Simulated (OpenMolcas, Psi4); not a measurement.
# A ladder of methods for SiCl (SMILES [Si]Cl)

SiCl: 2 atoms, total charge 0, spin state doublet. SMILES: `[Si]Cl`. Geometry: relaxed at PBE0-D4/def2-TZVP.

```xyz
2

Si    0.8818   -0.2937    0.4521
Cl   -0.8818    0.2937   -0.4521
```

Each level gives the dipole moment (D). The values are calculated.

```json
{"level": "UHF/aug-cc-pVTZ", "kind": "Hartree–Fock", "program": "Psi4", "value (D)": "1.01", "CPU time": "20 s"}
{"level": "UBLYP/aug-cc-pVTZ", "kind": "GGA", "program": "OpenMolcas", "value (D)": "0.70", "CPU time": "30 s"}
{"level": "UPBE/aug-cc-pVTZ", "kind": "GGA", "program": "Psi4", "value (D)": "0.63", "CPU time": "45 s"}
{"level": "UM06-L/aug-cc-pVTZ", "kind": "meta-GGA", "program": "OpenMolcas", "value (D)": "0.69", "CPU time": "93 s"}
{"level": "UTPSS/aug-cc-pVTZ", "kind": "meta-GGA", "program": "Psi4", "value (D)": "0.64", "CPU time": "32 s"}
{"level": "UBHLYP/aug-cc-pVTZ", "kind": "global hybrid", "program": "OpenMolcas", "value (D)": "0.98", "CPU time": "29 s"}
{"level": "UTPSSh/aug-cc-pVTZ", "kind": "hybrid meta-GGA", "program": "Psi4", "value (D)": "0.70", "CPU time": "33 s"}
{"level": "U-wB97X/aug-cc-pVTZ", "kind": "range-separated hybrid", "program": "Psi4", "value (D)": "0.88", "CPU time": "26 s"}
```

The values span 0.63 to 1.01 D. Magnitudes only. Times are those of the runs behind each value, whatever else they computed, on shared processors of several kinds: orders of magnitude only.
